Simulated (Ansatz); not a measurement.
Cs2AgBiBr6 (Fm-3m, No. 225), treated with LDA (Ansatz, a program for electronic structure, PAW).

Settings: plane-wave cutoff 520 eV, 6×6×6 k mesh, Fermi–Dirac smearing 0.01 eV, no spin polarisation, scalar-relativistic PAW data made under PBE.

Cell (relaxed at this level):

Space group Fm-3m (No. 225); a = b = c = 10.9959 Å, α = β = γ = 90.00°

```json
[
 {"atom": "Bi", "site": "4a", "symmetry": "m-3m", "x": "0.0000", "y": "0.0000", "z": "0.0000"},
 {"atom": "Ag", "site": "4b", "symmetry": "m-3m", "x": "0.5000", "y": "0.5000", "z": "0.5000"},
 {"atom": "Cs", "site": "8c", "symmetry": "-43m", "x": "0.2500", "y": "0.2500", "z": "0.2500"},
 {"atom": "Br", "site": "24e", "symmetry": "4m.m", "x": "0.0000", "y": "0.0000", "z": "0.2555"}
]
```
(The calculation used a cell of 10 atoms; values per cell refer to that cell.)

### Question
Predict the band gap and Γ–Γ gap.

### Answer

band gap: 0.95 eV (on the SCF k mesh)
Γ–Γ gap: 2.56 eV

Note: the volume lies 6 % below that of the published cell.

Spin–orbit coupling is not included; with these elements it can move the gap by several tenths of an eV or more.

Static lattice: no zero-point or thermal effects.
